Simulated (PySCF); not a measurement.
**MP2/STO-3G run of HNO2 (SMILES O=NO)**

What is the vertical ionisation energy of HNO2 at MP2/STO-3G? The job is set up through a Python script.

Program for the calculation: PySCF 2.14.0.

11 further runs of the same task are left out: 11 set aside as unsound or not needed.

## (1) The system as given

HNO2 has 4 atoms, charge 0, and is taken as a singlet. As SMILES, `O=NO`. Geometry: relaxed at GFN2-xTB.

Bond lengths: O1–N2 1.181 Å, N2–O3 1.392 Å, O3–H4 0.968 Å. Angles: O1–N2–O3 113.7°, N2–O3–H4 106.9°.

## (2) The energy at MP2/STO-3G

calc.py reads:

```python
from pyscf import gto, mp

mol = gto.M(
    atom=[
    ('O', (0.424700, 0.045690, 1.471310)),
    ('N', (0.319310, -0.411420, 0.387280)),
    ('O', (-0.357270, 0.415910, -0.505360)),
    ('H', (-0.386730, -0.050180, -1.353230)),
],
    basis='sto-3g',
    charge=0,
    verbose=4,
    spin=0,
    max_memory=1860,
)

hf = mol.RHF()
hf.conv_tol = 1e-10
hf.kernel()
if not hf.converged:
    hf = hf.newton().run(hf.mo_coeff, hf.mo_occ)

pt = mp.MP2(hf, frozen=3).run()
e_final = pt.e_tot
print(f'total energy: {e_final:.8f} hartree')
```

Started as:

```bash
$ OMP_NUM_THREADS=1 python calc.py
```

What it wrote:

```text
PySCF version 2.14.0

[INPUT] num. atoms = 4
[INPUT] num. electrons = 24
[INPUT] charge = 0
[INPUT] spin (= nelec alpha-beta = 2S) = 0
[INPUT] symmetry False subgroup None
[INPUT] Mole.unit = angstrom
[INPUT] Symbol           X                Y                Z      unit          X                Y                Z       unit  Magmom
[INPUT]  1 O      0.424700000000   0.045690000000   1.471310000000 AA    0.802566685103   0.086341586631   2.780372944334 Bohr   0.0
[INPUT]  2 N      0.319310000000  -0.411420000000   0.387280000000 AA    0.603408448835  -0.777471122169   0.731853133522 Bohr   0.0
[INPUT]  3 O     -0.357270000000   0.415910000000  -0.505360000000 AA   -0.675142452523   0.785955992468  -0.954991994310 Bohr   0.0
[INPUT]  4 H     -0.386730000000  -0.050180000000  -1.353230000000 AA   -0.730813784153  -0.094826456931  -2.557234083545 Bohr   0.0

nuclear repulsion = 69.8154170979386
number of shells = 10
number of NR pGTOs = 48
number of NR cGTOs = 16
basis = sto-3g
ecp = {}

******** <class 'pyscf.scf.hf.RHF'> ********
method = RHF
initial guess = minao
damping factor = 0
level_shift factor = 0
DIIS = <class 'pyscf.scf.diis.CDIIS'>
diis_start_cycle = 1
diis_space = 8
diis_damp = 0
SCF conv_tol = 1e-10
SCF conv_tol_grad = None
SCF max_cycles = 50
direct_scf = True
direct_scf_tol = 1e-13
Set gradient conv threshold to 1e-05
Initial guess from minao.
init E= -202.321340856745
  HOMO = -0.209235501762164  LUMO = 0.0309082054259112  gap/eV = 6.53464
cycle= 1 E= -201.784066871032  delta_E= 0.537  |g|= 0.605  |ddm|= 2.97
  HOMO = -0.257053577565216  LUMO = 0.20524609535069  gap/eV = 12.57981
cycle= 2 E= -201.866136354041  delta_E= -0.0821  |g|= 0.382  |ddm|= 1.05
  HOMO = -0.31628599714476  LUMO = 0.222132283968554  gap/eV = 14.65111
cycle= 3 E= -201.903881295786  delta_E= -0.0377  |g|= 0.0505  |ddm|= 0.398
  HOMO = -0.324535053862576  LUMO = 0.231775837824624  gap/eV = 15.13799
cycle= 4 E= -201.905982521543  delta_E= -0.0021  |g|= 0.0301  |ddm|= 0.116
  HOMO = -0.330994108802091  LUMO = 0.231199720755154  gap/eV = 15.29807
cycle= 5 E= -201.90679329983  delta_E= -0.000811  |g|= 0.00942  |ddm|= 0.0966
  HOMO = -0.329750257627434  LUMO = 0.232316552453355  gap/eV = 15.29462
cycle= 6 E= -201.906891637693  delta_E= -9.83e-05  |g|= 0.00239  |ddm|= 0.038
  HOMO = -0.329806713258967  LUMO = 0.233078992297111  gap/eV = 15.31690
cycle= 7 E= -201.906896387247  delta_E= -4.75e-06  |g|= 0.000544  |ddm|= 0.00886
  HOMO = -0.329838574176561  LUMO = 0.232878495020819  gap/eV = 15.31231
cycle= 8 E= -201.906896568338  delta_E= -1.81e-07  |g|= 0.00012  |ddm|= 0.00145
  HOMO = -0.329856326280474  LUMO = 0.232890892527024  gap/eV = 15.31313
cycle= 9 E= -201.906896579419  delta_E= -1.11e-08  |g|= 2.13e-05  |ddm|= 0.000372
  HOMO = -0.329857732896846  LUMO = 0.232884585805857  gap/eV = 15.31300
cycle= 10 E= -201.906896579838  delta_E= -4.18e-10  |g|= 2.95e-06  |ddm|= 7.32e-05
  HOMO = -0.329858370233937  LUMO = 0.232884455685753  gap/eV = 15.31301
cycle= 11 E= -201.906896579844  delta_E= -6.42e-12  |g|= 6.27e-07  |ddm|= 8.8e-06
  HOMO = -0.329858329011757  LUMO = 0.232884507851693  gap/eV = 15.31301
Extra cycle  E= -201.906896579844  delta_E= -1.71e-13  |g|= 2.6e-07  |ddm|= 1.16e-06
converged SCF energy = -201.906896579844

******** <class 'pyscf.mp.mp2.RMP2'> ********
nocc = 9, nmo = 13
frozen orbitals 3
E(RMP2) = -202.067815286317  E_corr = -0.160918706473219
E(SCS-RMP2) = -202.072112546937  E_corr = -0.165215967093093
E_corr(same-spin) = -0.0321767084708885
E_corr(oppo-spin) = -0.12874199800233
total energy: -202.06781529 hartree
```

It took 0.79 s on 1 thread of Arm Neoverse V1, shared host; peak memory 0.12 GiB.

## (3) The doublet cation

input.xyz reads:

```xyz
4

O      0.424700     0.045690     1.471310
N      0.319310    -0.411420     0.387280
O     -0.357270     0.415910    -0.505360
H     -0.386730    -0.050180    -1.353230
```

run.py reads:

```python
from pyscf import gto, scf, mp

mol = gto.M(
    atom='input.xyz',
    max_memory=1860,
    charge=1,
    basis='sto-3g',
    spin=1,
    verbose=4,
)

hf = scf.UHF(mol)
hf.conv_tol = 1e-10
hf.kernel()
if not hf.converged:
    hf = hf.newton().run(hf.mo_coeff, hf.mo_occ)

pt = mp.MP2(hf, frozen=3).run()
e_final = pt.e_tot
print('Final energy', e_final)
```

Started as:

```bash
$ OMP_NUM_THREADS=1 python run.py
```

What it wrote:

```text
PySCF version 2.14.0

[INPUT] num. atoms = 4
[INPUT] num. electrons = 23
[INPUT] charge = 1
[INPUT] spin (= nelec alpha-beta = 2S) = 1
[INPUT] symmetry False subgroup None
[INPUT] Mole.unit = angstrom
[INPUT] Symbol           X                Y                Z      unit          X                Y                Z       unit  Magmom
[INPUT]  1 O      0.424700000000   0.045690000000   1.471310000000 AA    0.802566685103   0.086341586631   2.780372944334 Bohr   0.0
[INPUT]  2 N      0.319310000000  -0.411420000000   0.387280000000 AA    0.603408448835  -0.777471122169   0.731853133522 Bohr   0.0
[INPUT]  3 O     -0.357270000000   0.415910000000  -0.505360000000 AA   -0.675142452523   0.785955992468  -0.954991994310 Bohr   0.0
[INPUT]  4 H     -0.386730000000  -0.050180000000  -1.353230000000 AA   -0.730813784153  -0.094826456931  -2.557234083545 Bohr   0.0

nuclear repulsion = 69.8154170979386
number of shells = 10
number of NR pGTOs = 48
number of NR cGTOs = 16
basis = sto-3g
ecp = {}

[... 109 lines left out ...]
converged SCF energy = -201.622735738148  <S^2> = 0.9622389  2S+1 = 2.2020344
[... 1 line left out ...]
******** <class 'pyscf.mp.ump2.UMP2'> ********
nocc = (np.int64(9), np.int64(8)), nmo = (13, 13)
frozen orbitals 3
E(UMP2) = -201.780651797805  E_corr = -0.157916059657773
E(SCS-UMP2) = -201.774752268998  E_corr = -0.152016530850443
E_corr(same-spin) = -0.043249316237174
E_corr(oppo-spin) = -0.114666743420599
Final energy -201.7806517978053
```

It took 0.89 s on 1 thread of Arm Neoverse V1, shared host; peak memory 0.12 GiB.

## (4) Results

At MP2/STO-3G, 3 core orbitals frozen:

```
                                                                  quantity          value
                                                singlet HNO2: total energy  -202.06782 Eh
                        singlet HNO2: dipole moment (Hartree–Fock density)         1.72 D
                         singlet HNO2: HOMO energy (Hartree–Fock orbitals)       -8.98 eV
                         singlet HNO2: LUMO energy (Hartree–Fock orbitals)        6.34 eV
                       singlet HNO2: HOMO–LUMO gap (Hartree–Fock orbitals)       15.31 eV
                 singlet HNO2: correlation energy (3 core orbitals frozen)     -160.9 mEh
                                              doublet cation: total energy  -201.78065 Eh
doublet cation: HOMO energy (Hartree–Fock orbitals) (highest over α and β)      -21.92 eV
 doublet cation: LUMO energy (Hartree–Fock orbitals) (lowest over α and β)       -6.32 eV
               doublet cation: correlation energy (3 core orbitals frozen)     -157.9 mEh
                         doublet cation: ⟨S²⟩ of the reference determinant          0.962
                        vertical ionisation energy (to the doublet cation)       7.814 eV
```

**Reading.** Removing an electron at fixed nuclei costs 7.81 eV (754 kJ/mol). In a minimal basis such a difference can be off by several eV, whatever the method. ⟨S²⟩ (doublet cation) is 0.96 where a pure doublet has 0.75: the reference is spin-contaminated.
